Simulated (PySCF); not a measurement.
# C2H6S: the cost of one run

Computed with PySCF 2.14.0, with density-fitted response routines of our own, on a single molecule in the gas phase. Atoms are numbered from 0 throughout.

**1. The starting structure**

9 atoms, charge 0, multiplicity 1; geometry from: GFN2-xTB. The atoms were then displaced at random by about 0.01 Å, so the start is not that level's minimum.

Bonds of the start (Å): C0–S1 1.78, S1–C2 1.80, C0–H3 1.11, C0–H4 1.10, C0–H5 1.09, C2–H6 1.11, C2–H7 1.09, C2–H8 1.11.

**2. Geometry optimisation at PBE0-D3(BJ)/def2-SVP**

The job: settings as JSON, then the geometry in Å.

```
{"job": {"xc": "PBE0", "basis": "def2-SVP", "d3": "d3bj", "grid": 1, "shake": 0.01, "kind": "geom"}, "charge": 0, "multiplicity": 1}
C     -1.349510    -0.125700    -0.033000
S      0.076630    -1.124480    -0.418320
C      1.354440     0.073660     0.013990
H     -1.328270     0.790830    -0.665830
H     -2.248470    -0.707710    -0.268000
H     -1.362940     0.176490     1.012530
H      2.337810    -0.407110    -0.164470
H      1.291740     0.966960    -0.604490
H      1.286370     0.339920     1.093850
```

Command:

```bash
$ OMP_NUM_THREADS=1 python probes_run.py task.json out
```

The driver reads the jobs from task.json and runs them one after another.

**Question.** How long does this first job take on 1 thread of Arm Neoverse N1, shared host, and how much memory does it need?

About 17 s, with a peak of 0.32 GiB.
